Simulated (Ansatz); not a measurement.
**SrAg$_{4}$Sb$_{2}$: computed properties**

All numbers below come from Ansatz, DFT PBEsol, scalar-relativistic, plane waves, PAW.

Cutoff 420 eV; k points 12×12×12 on the computed 7-atom cell (Γ-centred); Gaussian smearing, width 0.10 eV; no spin polarisation.

The structure is relaxed at this level of theory with its symmetry kept.

```yaml
crystal:
  lattice:
    - [2.34307, 1.35277, 8.27585]
    - [-2.34307, 1.35277, 8.27585]
    - [0.00000, -2.70554, 8.27585]
  atoms:
    - { symbol: Sr, position: [0.00000, 0.00000, 0.00000] }
    - { symbol: Ag, position: [0.14242, 0.14242, 0.14242] }
    - { symbol: Ag, position: [0.85758, 0.85758, 0.85758] }
    - { symbol: Ag, position: [0.43656, 0.43656, 0.43656] }
    - { symbol: Ag, position: [0.56344, 0.56344, 0.56344] }
    - { symbol: Sb, position: [0.25529, 0.25529, 0.25529] }
    - { symbol: Sb, position: [0.74471, 0.74471, 0.74471] }
```

Problem. Formation energy from the elements' standard states (uncorrected)?

Solution. -0.316 eV/atom.

Problem. Density of states at the Fermi level?

Solution. 1.16 states/eV per cell.

Problem. Bader charges (e)?

Solution. Sr (1 in the cell) 1.31, Ag (2 in the cell) -0.04, Ag (2 in the cell) -0.18, Sb (2 in the cell) -0.43.

Spin-orbit coupling is left out, which matters for the bands of heavy elements.